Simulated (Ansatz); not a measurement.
# CASSCF(10,10)/MIDI (density fitting with def2-universal-jkfit) run of AlNH3Cl (SMILES [NH2][AlH][Cl])

Aim: the vertical ionisation energy of AlNH3Cl at CASSCF(10,10)/MIDI (density fitting with def2-universal-jkfit), from 2 runs. 

The results are computed with Ansatz 0.2.0.

3 further runs of the same task are left out: 2 for a known fault of the program, 1 set aside as unsound or not needed.

### Step 1. The system as given

AlNH3Cl has 6 atoms, charge 0, and is taken as a singlet. As SMILES, `[NH2][AlH][Cl]`. The coordinates come from a PBE0-D4/def2-TZVP relaxation.

Bond lengths: N1–Al2 1.756 Å, Al2–Cl3 2.098 Å, N1–H4 1.007 Å, N1–H5 1.007 Å, Al2–H6 1.570 Å. Angles: N1–Al2–Cl3 117.5°, N1–Al2–H6 121.9°, Cl3–Al2–H6 120.6°, Al2–N1–H4 124.3°, Al2–N1–H5 125.0°, H4–N1–H5 110.7°.

### Step 2. Energy and gradient at CASSCF(10,10)/MIDI (density fitting with def2-universal-jkfit)

job.yaml

```yaml
crystal:
  periodic: [false, false, false]
  atoms:
    - {symbol: N, position_ang: [-0.631100, 0.250900, -0.718800]}
    - {symbol: Al, position_ang: [0.477600, -0.073800, 0.603600]}
    - {symbol: Cl, position_ang: [1.413500, -1.951500, 0.645600]}
    - {symbol: H, position_ang: [-1.134300, 1.115000, -0.838800]}
    - {symbol: H, position_ang: [-0.852600, -0.395100, -1.458900]}
    - {symbol: H, position_ang: [0.769000, 0.990400, 1.721000]}
basis:
  gaussian:
    orbitals: MIDI.json
    fitting: {mean_field: def2-universal-jkfit}
total_charge: 0
correlation:
  active_space: {window: {electrons: 10, orbitals: 10}}
  electrons: all
accuracy: high
output: {forces: true, orbitals: {seedname: orbitals}}
```

The basis set MIDI is read from a file made from the Basis Set Exchange's data (not shown).

The run is started by

```console
$ ansatz run job.yaml --threads 1 --pin off --max-ram 2610MiB --events-out events.jsonl --progress --plain --runs-dir runs
```

Log:

```text
Warning: RAYON_NUM_THREADS=1 ignored (pool sized by the plan → 1); use --threads N
Functional definition: HF
  name "HF"
  exchange = exact_x
  correlation = 0
387 factors; integrals over basis functions are off by at most 3.9e-2 eV
mean field evaluation 1: about -20511.3855 eV, gradient 2.8e1 eV
mean field evaluation 2: about -20512.7451 eV, gradient 1.5e1 eV
mean field evaluation 4: about -20513.2172 eV, gradient 2.7e-1 eV
mean field -20513.21765237 eV, -753.8468443664 hartree, gradient 9.6e-9 eV, S^2 0.000000; 0 other end points of the search recorded, 0 dependent functions left out
reference -20513.21765237 eV, -753.8468443664 hartree; 20, 20 occupied and 21, 21 virtual orbitals, 387 factors
state -20516.55264335 eV, -753.9694030241 hartree
the calculation of the forces begins
Total energy: -20516.55264335 eV, -753.9694030241 hartree
Atom 0 at    -0.631100     0.250900    -0.718800 Å, force     0.455424    -0.155765     0.528838 eV/Å
Atom 1 at     0.477600    -0.073800     0.603600 Å, force    -0.938262     1.300982    -0.432076 eV/Å
Atom 2 at     1.413500    -1.951500     0.645600 Å, force     0.900647    -1.883281    -0.010559 eV/Å
Atom 3 at    -1.134300     1.115000    -0.838800 Å, force    -0.390689     0.762251    -0.032220 eV/Å
Atom 4 at    -0.852600    -0.395100    -1.458900 Å, force    -0.144940    -0.610397    -0.610319 eV/Å
Atom 5 at     0.769000     0.990400     1.721000 Å, force     0.117820     0.586209     0.556338 eV/Å
Dipole moment:    -0.430111     0.464375    -0.286074 e Å
```

Run time: 9.3 s. Hardware: 1 thread of Arm Neoverse V2, shared host; peak memory 0.15 GiB.

### Step 3. The doublet cation

job.yaml: that of step 2 with these lines changed.

```diff
@@ -13,7 +13,10 @@
     fitting: {mean_field: def2-universal-jkfit}
-total_charge: 0
+magnetization:
+  spin_polarized: false
+  initial_magnetization: 1
 correlation:
-  active_space: {window: {electrons: 10, orbitals: 10}}
+  active_space: {window: {electrons: 9, orbitals: 10}}
   electrons: all
+output: {forces: true, orbitals: {seedname: orbitals}}
 accuracy: high
-output: {forces: true, orbitals: {seedname: orbitals}}
+total_charge: 1
```

The basis set MIDI is read from a file made from the Basis Set Exchange's data (not shown).

The run is started by

```console
$ ansatz run job.yaml --threads 1 --pin off --max-ram 2610MiB --events-out events.jsonl --progress --plain --runs-dir runs
```

Log:

```text
Warning: RAYON_NUM_THREADS=1 ignored (pool sized by the plan → 1); use --threads N
[... 4 set-up lines as earlier in the session ...]
387 factors; integrals over basis functions are off by at most 3.9e-2 eV
mean field evaluation 1: about -20496.0782 eV, gradient 4.5e1 eV
mean field evaluation 2: about -20496.2280 eV, gradient 5.1e1 eV
mean field evaluation 4: about -20502.9098 eV, gradient 2.0e1 eV
mean field evaluation 8: about -20504.2767 eV, gradient 1.3e0 eV
mean field evaluation 16: about -20502.2713 eV, gradient 2.0e-3 eV
mean field evaluation 32: about -20502.9104 eV, gradient 2.0e1 eV
mean field -20504.28246025 eV, -753.5184821123 hartree, gradient 3.0e-8 eV, S^2 0.750000; 3 other end points of the search recorded, 0 dependent functions left out
reference -20504.28246025 eV, -753.5184821123 hartree; 20, 19 occupied and 21, 22 virtual orbitals, 387 factors
state -20507.01231893 eV, -753.6188025683 hartree
the calculation of the forces begins
Total energy: -20507.01231893 eV, -753.6188025683 hartree
Atom 0 at    -0.631100     0.250900    -0.718800 Å, force    -1.698876     0.384753    -2.101182 eV/Å
Atom 1 at     0.477600    -0.073800     0.603600 Å, force     2.790353    -0.131324     3.786986 eV/Å
Atom 2 at     1.413500    -1.951500     0.645600 Å, force     0.417470    -1.398926    -0.357158 eV/Å
Atom 3 at    -1.134300     1.115000    -0.838800 Å, force    -0.906351     1.557521    -0.215858 eV/Å
Atom 4 at    -0.852600    -0.395100    -1.458900 Å, force    -0.422372    -1.170077    -1.370387 eV/Å
Atom 5 at     0.769000     0.990400     1.721000 Å, force    -0.180223     0.758053     0.257598 eV/Å
Dipole moment:    -1.241274     1.272590    -0.871330 e Å
```

Wall time 11 s (1 thread of Arm Neoverse V2, shared host); peak memory 0.14 GiB.

### Step 4. Summary of results

At CASSCF(10,10)/MIDI (density fitting with def2-universal-jkfit):

```
                                           quantity          value
                      singlet AlNH3Cl: total energy  -753.96940 Eh
singlet AlNH3Cl: dipole moment (correlated density)         3.34 D
          singlet AlNH3Cl: largest force on an atom     2.088 eV/Å
                       doublet cation: total energy  -753.61880 Eh
           doublet cation: largest force on an atom     4.706 eV/Å
 vertical ionisation energy (to the doublet cation)       9.540 eV
```

In words: Removing an electron at fixed nuclei costs 9.54 eV (921 kJ/mol). The largest force (singlet AlNH3Cl) is 2.09 eV/Å: the shape isn't a stationary point for this species at this level. Mulliken charges (doublet cation) run from -0.66 on N1 to +1.14 on Al2; they depend strongly on the basis.
